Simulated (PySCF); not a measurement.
Method: PySCF with ωB97X-D3(BJ)/def2-TZVP // PBE0-D3(BJ)/def2-TZVP. Isolated molecules, 0 K electronic values unless said otherwise. One relaxed conformer stands for a flexible species; it need not be the lowest. 

Reference species (SMILES): `ClB(Cl)Cl` (neutral, multiplicity 1).

| Property | Value |
|---|---|
| HOMO–LUMO gap | 12.12 eV |
| HOMO | -11.59 eV |

Changed species: `OB(O)O` (3 of 3 Cl replaced by OH; the reference has 0 of 3 Cl replaced by OH).

**Question.** Give the shifts of the HOMO–LUMO gap and HOMO.

**Answer.** the HOMO–LUMO gap rises by 1.65 eV, to 13.77 eV; the HOMO drops by 0.21 eV, to -11.80 eV.
